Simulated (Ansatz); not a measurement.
**Scan of [H···H···GeH$_{3}$], doublet**

Starting geometry:

```xyz
6

H    -2.8380    0.0000    0.0000
H    -2.0930    0.0000    0.0000
Ge    0.0470    0.0000    0.0000
H     0.5156   -1.4659    0.0000
H     0.5156    0.7330   -1.2695
H     0.5156    0.7330    1.2695
```

From there H2 is moved from one fragment to the other while all else, the fragments' distance too, stays fixed; atoms are numbered as listed. Energies are in kcal/mol, counted from the starting geometry at the same level.

Basis cc-pVTZ; Ansatz 0.2.0. Only valence electrons are correlated (noble-gas cores and the filled d shells of p-block atoms frozen). R marks a restricted (for open shells ROHF) determinant, U an unrestricted one. Active spaces: valence = (9e, 9o) chosen from the atoms' valence shells. No spin–orbit coupling is included, and no scalar relativity.

Runs in a small pair space aren't shown, since their orbitals change along the scan.

Full CI isn't at hand for all of this; UCCSDT(Q) serves as the reference, and is uncertain by about the last step of the cluster series. The frozen core follows each run's orbitals, which can shift R against U totals by a few meV for light atoms and by up to 0.1 eV past Ca.

| distance H1-H2 (Å) | UCCSDT(Q) | error UHF | error RMP2 | error RCCSD(T) | error UCCSD(T) | error UCCSDT | error CASSCF (valence space) |
| --- | --- | --- | --- | --- | --- | --- | --- |
| 0.745 | 0.0 | 0.0 | 0.0 | 0.0 | 0.0 | 0.0 | 0.0 |
| 0.832 | 2.2 | 1.0 | 0.5 | 0.0 | 0.0 | 0.0 | 0.0 |
| 1.006 | 10.9 | 1.6 | 0.9 | 0.0 | 0.1 | 0.0 | -0.1 |
| 1.181 | 15.2 | -1.1 | 0.8 | 0.0 | 0.1 | 0.0 | -0.9 |
| 1.355 | 16.2 | -4.4 | -1.0 | -0.1 | 0.0 | 0.0 | -2.3 |

Errors are those of relative energies. In total energy the starting point itself misses UCCSDT(Q) by: UHF 117.4, RMP2 23.5, RCCSD(T) 0.7, UCCSD(T) 0.6, UCCSDT 0.1, CASSCF (valence space) 79.1 kcal/mol.

Spread of the error over the points with a reference, to 1.355 Å (largest less smallest): UCCSDT 0.0, UCCSD(T) 0.1, RCCSD(T) 0.1, RMP2 1.9, CASSCF (valence space) 2.3, UHF 6.0 kcal/mol.
